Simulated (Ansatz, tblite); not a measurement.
**The cluster Si4H7−: one state, many levels**

Aim: run the singlet of the cluster Si4H7− at one geometry on many levels, and compare frontier levels, spin and run time.

Computed with Ansatz 0.2.0, Gaussian basis. Level: as each input shows.

The runs, in order: GFN2-xTB, PBE-D4/def2-TZVPD, r2SCAN-D4/def2-TZVPD, PBE-QIDH/def2-TZVPD, ωB97M-V/def2-TZVPD, BLYP-D4/def2-TZVPD, revPBE-D4/def2-TZVPD, B2PLYP/def2-TZVPD, LC-ωPBE/def2-TZVPD, CAM-B3LYP-D4/def2-TZVPD, PBE-D4/def2-SVPD, PBE0-D4/def2-SVPD, HF/STO-3G, HF/6-31G, B3LYP-D4/6-31G, CCSD(T)/def2-TZVPD, RPA/def2-TZVPD.

### Step 1. The structure

The singlet was relaxed beforehand with B3LYP-D4/def2-SVPD. At that level it is the lowest of the isomers that a small search found.

11 atoms, charge -1, spin multiplicity 1.

Bond lengths: Si1–Si3 2.368 Å, Si1–Si4 2.368 Å, Si1–H5 1.507 Å, Si1–H9 1.504 Å, Si2–Si3 2.413 Å, Si2–Si4 2.414 Å, Si2–H6 1.533 Å, Si3–H7 1.512 Å, Si3–H10 1.511 Å, Si4–H8 1.511 Å, Si4–H11 1.512 Å. Angles: Si3–Si1–Si4 82.7°, Si3–Si1–H5 122.1°, Si3–Si1–H9 111.9°, Si4–Si1–H5 122.1°, Si4–Si1–H9 112.0°, H5–Si1–H9 105.1°, Si3–Si2–Si4 80.8°, Si3–Si2–H6 99.1°, Si4–Si2–H6 99.0°, Si1–Si3–Si2 89.9°, Si1–Si3–H7 106.1°, Si1–Si3–H10 116.3°, Si2–Si3–H7 120.5°, Si2–Si3–H10 120.1°, H7–Si3–H10 103.3°, Si1–Si4–Si2 89.8°, Si1–Si4–H8 116.2°, Si1–Si4–H11 106.2° and more.

The ion is computed in the gas phase, without counter-ions or solvent.

PBE0-D4/def2-TZVPD was run before; its log isn't repeated, and its numbers join the tables.

### Step 2. GFN2-xTB

Tight binding, by tblite at 300 K electronic temperature and without a spin-polarisation term:

```python
tblite.interface.Calculator('GFN2-xTB', numbers, positions, charge=-1, uhf=0).singlepoint()
```

Energy -287.2117 eV, HOMO -3.41 eV, LUMO -0.66 eV; 0.007 s.

### Step 3. PBE-D4/def2-TZVPD

start.molden holds the orbitals of an earlier run on this state, given as this run's starting guess.

in.yaml reads:

```yaml
crystal:
  periodic: [false, false, false]
  atoms:
    - {symbol: Si, position_ang: [1.282246, 0.271069, 0.703059]}
    - {symbol: Si, position_ang: [-1.981208, -0.488479, 0.287527]}
    - {symbol: Si, position_ang: [-0.612135, 1.466603, -0.063889]}
    - {symbol: Si, position_ang: [0.115926, -1.571066, -0.221701]}
    - {symbol: H, position_ang: [2.682563, 0.629236, 0.274915]}
    - {symbol: H, position_ang: [-2.637774, -0.576154, -1.095349]}
    - {symbol: H, position_ang: [-0.278561, 1.928327, -1.464513]}
    - {symbol: H, position_ang: [0.432539, -2.926171, 0.367244]}
    - {symbol: H, position_ang: [1.335280, 0.206823, 2.204623]}
    - {symbol: H, position_ang: [-0.928546, 2.754336, 0.660491]}
    - {symbol: H, position_ang: [0.589670, -1.694515, -1.652399]}
basis:
  gaussian: {orbitals: def2-TZVPD, initial_orbitals: start.molden}
total_charge: -1
hamiltonian: {xc: pbe, dispersion: d4}
scf: {omitted_lower_state_checks: [starts]}
output: {orbitals: {seedname: orbitals}}
```

Started as:

```console
$ ansatz run in.yaml --threads 4 --pin off --events-out ev --progress --plain --max-ram 3916MiB
```

After this run come: r2SCAN-D4/def2-TZVPD; PBE-QIDH/def2-TZVPD; ωB97M-V/def2-TZVPD; BLYP-D4/def2-TZVPD; revPBE-D4/def2-TZVPD; B2PLYP/def2-TZVPD; LC-ωPBE/def2-TZVPD; CAM-B3LYP-D4/def2-TZVPD; PBE-D4/def2-SVPD; PBE0-D4/def2-SVPD; HF/STO-3G; HF/6-31G; B3LYP-D4/6-31G; CCSD(T)/def2-TZVPD; RPA/def2-TZVPD.

Q: Predict the results of all the runs planned. Wanted: gap in def2-TZVPD, named functionals, smallest and largest; correlation energy, CCSD(T)/def2-TZVPD; PBE0 total energy, smallest basis above largest.

**Answer**, as computed:

```
                                                  quantity                                 value
gap in def2-TZVPD, named functionals, smallest and largest  2.89 eV (BLYP-D4), 7.99 eV (LC-ωPBE)
                    correlation energy, CCSD(T)/def2-TZVPD                             -16.19 eV
           PBE0 total energy, smallest basis above largest      10.75 eV (def2-SVPD, def2-TZVPD)
```

Over the named functionals in def2-TZVPD the gap runs from 2.89 eV (BLYP-D4) to 7.99 eV (LC-ωPBE); exact exchange widens it.

The anion's highest level is positive in at least one run, so there the basis alone may hold the extra electron.
